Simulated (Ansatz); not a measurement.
A calculation with Ansatz (development build ahead of 0.2.0).

```yaml
crystal:
  periodic: [false, false, false]
  atoms:
    - { symbol: C, position_ang: [-0.04847, -0.01178, -0.3019] }
    - { symbol: O, position_ang: [0.03611, 1.11357, 0.23585] }
    - { symbol: O, position_ang: [0.00493, -1.08649, 0.1864] }
    - { symbol: H, position_ang: [0.02345, 0.01409, -1.43118] }
basis:
  gaussian: { orbitals: def2-TZVP }
total_charge: -1
hamiltonian:
  xc: hf
correlation:
  method: mp2
  frozen_orbitals: { C: 1, H: 0, O: 1 }
```

The input is written out in the form of the current development build from the run's settings.

Results

| Quantity | Value |
| --- | --- |
| Converged | yes |
| Reference energy | -188.27211 hartree |
| Correlation energy | -0.62826 hartree |
| Total energy | -188.90037 hartree |
| Spin squared of the determinant | 0.000 |

Caution: no diffuse functions for an anion.
